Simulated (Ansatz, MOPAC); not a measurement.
Species: CHO$_{2}$ (charge +1, singlet). SMILES: [OH+]=C=O

Atoms: C1, O2, O3, H4. Bonds: C1-O2, C1-O3, O2-H4.

Bond lengths (Å) and angles (degrees) optimised at PM3 with MOPAC; PM7 with MOPAC; PBE/6-31G* with Ansatz (an electronic-structure program), each started from the B3LYP-D3(BJ)/def2-TZVP structure (Ansatz) of the last column. A row stands for all coordinates that are equal there. 6-31G* holds six Cartesian d functions. No wavenumbers were computed at PBE/6-31G*, so these may be saddle points.

```csv
coordinate,PM3,PM7,PBE/6-31G*,B3LYP-D3(BJ)/def2-TZVP
C1-O2,1.281,1.264,1.234,1.219
C1-O3,1.139,1.138,1.146,1.122
O2-H4,0.963,1.059,1.002,0.989
O2-C1-O3,171.0,170.6,172.9,174.4
C1-O2-H4,112.2,114.7,119.9,120.7
```

Mean signed difference of all 3 bond lengths from B3LYP-D3(BJ)/def2-TZVP: PM3 0.018 Å, PM7 0.043 Å, PBE/6-31G* 0.017 Å.
